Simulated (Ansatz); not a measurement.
```yaml
crystal:
  periodic: [false, false, false]
  atoms:
    - {symbol: P, position_ang: [-0.835142, 0.299211, -0.422965]}
    - {symbol: P, position_ang: [0.835142, -0.299211, 0.422965]}
basis:
  gaussian: {orbitals: def2-TZVP}
total_charge: 1
magnetization: {spin_polarized: true, initial_magnetization: 1}
hamiltonian: {xc: {name: B3LYP5}}
output: {forces: true}
```

```sh
$ ansatz run in.yaml --threads 2 --pin off --events-out ev --progress --plain --max-ram 32768MiB --backend cpu
```

It prints (some lines left out):

```
Functional definition: B3LYP5
564 factors; their error is unknown
mean field evaluation 1: about -18562.0961 eV, gradient 2.0e1 eV
mean field evaluation 2: about -18562.2845 eV, gradient 2.0e1 eV
mean field evaluation 4: about -18564.5854 eV, gradient 2.6e-1 eV
mean field evaluation 8: about -18564.5996 eV, gradient 3.8e-3 eV
mean field evaluation 32: about -18565.1104 eV, gradient 3.6e-5 eV
mean field -18565.11036228 eV, -682.2552219301 hartree, gradient 1.2e-6 eV, S^2 0.752926; 7 other end points of the search recorded, 0 dependent functions left out
reference -18565.11053431 eV, -682.2552282522 hartree; 15, 14 occupied and 59, 60 virtual orbitals, 564 factors
Total energy: -18565.11053431 eV, -682.2552282522 hartree
Atom 0 at    -0.835142     0.299211    -0.422965 Å, force    -0.275181     0.098591    -0.139368 eV/Å
Atom 1 at     0.835142    -0.299211     0.422965 Å, force     0.275181    -0.098591     0.139368 eV/Å
Dipole moment:     0.000000     0.000000     0.000000 e Å
```

Hardware: 2 threads of an AMD EPYC 7R13 on a shared host. Wall time 6 s, peak host memory 0.19 GiB.
